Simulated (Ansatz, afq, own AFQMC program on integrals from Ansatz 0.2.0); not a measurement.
AFQMC on a folder of integrals that Ansatz 0.2.0 wrote.

```yaml
crystal:
  periodic: [false, false, false]
  atoms:
    - {symbol: V, position_ang: [0.000000, 0.000000, 0.541224]}
    - {symbol: N, position_ang: [0.000000, 0.000000, -1.644783]}
    - {symbol: H, position_ang: [0.000000, 0.825854, -2.248535]}
    - {symbol: H, position_ang: [0.000000, -0.825854, -2.248535]}
basis:
  gaussian: {orbitals: def2-SVP}
total_charge: 1
magnetization: {spin_polarized: true, initial_magnetization: 5}
correlation: {method: ccsd_t, electrons: outside_noble_gas, hamiltonian_folder: ham}
```

```sh
$ ansatz run in.yaml --threads 1 --pin off --events-out ev --progress --plain --max-ram 24576MiB --backend cuda --devices 0, --max-vram 18GiB
```

Options of the walk:

```
--method free --trial cisd --walkers 4000 --time-step 0.03 --max-blocks 4000 --target-error 0.0004 --factor-cut 1e-05 --seed 7064 --times 0,0.21,0.42,0.81,1.2,1.8,2.4,3 --taylor-order 8
```

Times are imaginary, in 1/Eh. The walk had a cap of 71 s.

Output of the walk:

```
orbitals 45  electrons 8 3  factors 383 of 600
reference energy -998.11942182 Eh
CCSD correlation -0.19422472 Eh in 16 cycles, weight of the determinant in the CISD state 0.8635
repeat  energy at the last time / Eh  error
    10  -998.317978  0.000258
    20  -998.317825  0.000174
    30  -998.317853  0.000129
time / (1/Eh)  energy / Eh  error  mean overlap
  0.00  -998.313640  0.000043  1.1580
  0.21  -998.316074  0.000032  1.1566
  0.42  -998.317015  0.000036  1.1554
  0.81  -998.317659  0.000060  1.1551
  1.20  -998.317847  0.000062  1.1558
  1.80  -998.317972  0.000076  1.1531
  2.40  -998.318053  0.000083  1.1519
  3.00  -998.317877  0.000127  1.1535
energy -998.317877 +/- 0.000127 Eh
```

The run passed its tests (error under three times the target), which doesn't prove that it has relaxed.

Against this walk (error 3.5 meV) on the same determinant: CCSD(T) 19.3 meV higher, CCSDT(Q) 5.1 meV lower (within the noise). The error is statistical, and a free projection of finite length keeps a remainder of its start. The last points scatter (meV from the last: 5.9 ± 1.6 at 0.81, 0.8 ± 1.7 at 1.20, -2.6 ± 2.1 at 1.80, -4.8 ± 2.3 at 2.40, 0 ± 3 at 3.00); the last is the one printed as the energy, and the gaps above move with that scatter.

Cautions: remainder of the start not in the error; no relativity below Rb; outer-core shells of the metal frozen; another spin lies lower; strong correlation (T1 0.060, weight of the determinant 0.86, largest double 0.04).

The walk took 51 s on 1 × NVIDIA H100 80GB HBM3 with 2 threads of AMD EPYC 7R13 Processor (Zen 3), with other jobs on the host (the card was shared). The log's last line is the free-projection energy.

CCSDT and higher add their correlation energy to the determinant of the CCSD(T) run, since their own runs factorise the integrals more tightly (a shift of under 2 meV). A walk keeps the symmetry of its determinant, which the program's search chose and which needn't be the lowest solution, so a lower state of the same spin and another symmetry isn't excluded.
